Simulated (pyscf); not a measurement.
`[S]=[Mo](=[S])([SH])[SH]` + `[OH2]` → `[OH][Mo](=[S])(=[S])[SH]` + `[SH2]` (four-centre exchange; singlet surface; Mo–S, H–O broken, Mo–O, H–S formed). Single points on ωB97X-D3(BJ)/def2-SVP structures (PySCF, gas phase). Energies in eV from the separated reactants.

| level | barrier | reaction energy |
|---|---|---|
| ωB97X-D3(BJ)/def2-TZVP | 0.43 | +0.22 |
| PBE/def2-TZVP | 0.44 | +0.07 |
| r²SCAN/def2-TZVP | … | +0.05 |
| B3LYP-D3(BJ)/def2-TZVP | … | … |
| PBE0-D3(BJ)/def2-TZVP | 0.45 | +0.17 |
| HF/def2-TZVP | 1.24 | -0.08 |

**Question.** Fill in the missing entries.

**Answer.** 
- r²SCAN/def2-TZVP, barrier: 0.42
- B3LYP-D3(BJ)/def2-TZVP, barrier: 0.49
- B3LYP-D3(BJ)/def2-TZVP, reaction energy: +0.12

The functionals in the table span 0.07 eV in this barrier, from r²SCAN to B3LYP-D3(BJ). On the reactant side the descent ends in an adduct with a Mo–O contact (not fully relaxed), 0.24 eV under the separated species and 0.67 eV under the saddle at ωB97X-D3(BJ)/def2-TZVP. On the product side the descent ends in an adduct with a Mo–S contact, 0.18 eV under the separated species and 0.39 eV under the saddle at ωB97X-D3(BJ)/def2-TZVP. What is counted as formed (Mo–O) is already present as a longer contact in the reactant adduct; forming that adduct is a step of its own. What is counted as broken (Mo–S) persists as a longer contact in the product adduct; parting that adduct is a step of its own. This is the saddle that the search found; another between the same sides may lie lower. Elements past Kr carry the def2 core potentials, without spin-orbit coupling.
